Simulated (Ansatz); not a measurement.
## Pulling the pair apart

The pair of H2O (SMILES O, atoms 1–3) and SO2 (SMILES O=S=O, atoms 4–6), both closed shells, in one local arrangement (a lower one may exist), relaxed at PBE0-D4/def2-TZVP:

```tsv
atom	x (Å)	y (Å)	z (Å)
O1	-0.3310	-0.1158	-1.2946
H2	-0.0876	0.7902	-1.5056
H3	0.4392	-0.6490	-1.5113
O4	-0.1989	1.2288	1.4779
S5	-0.4653	-0.1756	1.3646
O6	0.6436	-1.0787	1.4689
```

SO2 is shifted rigidly along the line between the mean atom positions of the two fragments (negative: closer). Counterpoise interaction energies in kcal/mol. Computed with Ansatz 0.2.0 (basis: def2-TZVPPD); correlated methods freeze the cores.

| shift (Å) | MP2 | PBE0-D4 | r2SCAN-D4 |
| --- | --- | --- | --- |
| -0.27 | -0.44 | -3.85 | -4.10 |
| -0.13 | -2.14 | -4.75 | -5.02 |
| 0.00 | -3.08 | -5.06 | -5.31 |
| 0.13 | -3.50 | -5.01 | -5.21 |
| 0.32 | -3.57 | -4.62 | -4.73 |
| 0.67 | -2.99 | -3.59 | -3.54 |
| 1.33 | -1.68 | -1.95 | -1.82 |
| 2.66 | -0.55 | -0.62 | -0.57 |

Task: What does CCSD(T) give at these shifts? (Judge from chemistry; the value comes from the calculation.)

Result: Computed: -0.56, -2.29, -3.24, -3.67, -3.73, -3.12, -1.75, -0.57 kcal/mol. For zero shift, CCSD(T) at an estimated basis limit (MP2 extrapolated from triple and quadruple zeta, plus CCSD(T) − MP2 in triple zeta) gives -4.03 kcal/mol. These are counterpoise interaction energies, counted from the two frozen fragments.

No T1 diagnostic of these runs exceeds 0.019.

For scale, one of the runs: CCSD(T)/def2-TZVPPD, 205 basis functions, launched by `ansatz run in.yaml --threads 4 --pin off --events-out ev --progress --plain --max-ram 9574MiB`. The run took 14 s on 4 CPU threads of an AMD EPYC 9R45 (shared host), with 2.8 GiB of host memory at its peak.
